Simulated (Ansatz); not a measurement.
Geometry optimisation, RKS PBE-D4/STO-3G in Ansatz.

input.yaml

```yaml
crystal:
  periodic: [false, false, false]
  atoms:
    - { symbol: S, position_ang: [0.0345, -0.5324, -3.4115] }
    - { symbol: H, position_ang: [-0.5253, 0.206, -2.4618] }
    - { symbol: H, position_ang: [0.6996, 0.5064, -3.9028] }
    - { symbol: C, position_ang: [0.0533, -0.4454, 0.5949] }
    - { symbol: C, position_ang: [-0.1057, 0.4021, 1.8483] }
    - { symbol: H, position_ang: [0.8204, -0.0297, -0.0549] }
    - { symbol: H, position_ang: [0.3428, -1.4613, 0.853] }
    - { symbol: H, position_ang: [-0.8829, -0.4911, 0.0421] }
    - { symbol: H, position_ang: [-0.878, -0.0107, 2.4933] }
    - { symbol: H, position_ang: [-0.3848, 1.4218, 1.5909] }
    - { symbol: H, position_ang: [0.8261, 0.4344, 2.4085] }
basis:
  gaussian: { orbitals: STO-3G }
hamiltonian:
  xc: pbe
  dispersion: d4
relax:
  f_tol: 0.02
  max_steps: 40
scf:
  lower_state_search: "off"
output:
  orbitals: {}
```

Run as:

```bash
$ ansatz run input.yaml --threads 1 --pin off --max-ram 2048MiB --backend cpu --events-out ev --progress --plain --runs-dir out
```

**Question.** Where does it end, and by what steps?

**Answer.** The run converged. The force dipped under the threshold on the way, but the program's further checks kept it going. Limits of this set-up: minimal basis. After 24 steps the energy has fallen by 0.211 eV; H3 moved furthest, 1.69 Å.

| step | energy less start (eV) | largest force component (eV/Å) | accepted |
| --- | --- | --- | --- |
| 0 | 0.0000 | 1.982 | yes |
| 1 | -0.1059 | 0.275 | yes |
| 2 | -0.1108 | 0.122 | yes |
| 3 | -0.1121 | 0.113 | yes |
| 4 | -0.1137 | 0.206 | yes |
| 5 | -0.1143 | 0.406 | yes |
| 6 | -0.1196 | 0.228 | yes |
| 7 | -0.1318 | 0.030 | yes |
| 8 | -0.1403 | 0.168 | yes |
| 9 | -0.1395 | 0.402 | no |
| 10 | -0.1478 | 0.145 | yes |
| 11 | -0.1552 | 0.150 | yes |
| 12 | -0.1636 | 0.130 | yes |
| 13 | -0.1717 | 0.285 | yes |
| 14 | -0.1740 | 0.598 | yes |
| 15 | -0.1872 | 0.178 | yes |
| 16 | -0.2016 | 0.022 | yes |
| 17 | -0.1993 | 0.551 | no |
| 18 | -0.2046 | 0.024 | yes |
| 19 | -0.2066 | 0.136 | yes |
| 20 | -0.2077 | 0.290 | yes |
| 21 | -0.2095 | 0.187 | yes |
| 22 | -0.2110 | 0.004 | yes |
| 23 | -0.2113 | 0.007 | yes |
| 24 | -0.2114 | 0.015 | yes |

```xyz
11
Properties=species:S:1:pos:R:3
S 0.579 -0.197 -2.704
H -0.694 0.218 -2.980
H 0.924 1.072 -2.324
C -0.286 -0.784 0.612
C 0.082 0.507 1.389
H -0.004 -0.690 -0.462
H 0.242 -1.657 1.039
H -1.373 -0.979 0.676
H -0.192 0.423 2.458
H -0.447 1.383 0.969
H 1.169 0.703 1.329
```

Time of the run: 26 s on 1 thread of Arm Neoverse V1 (shared host), peak memory 0.095 GiB.
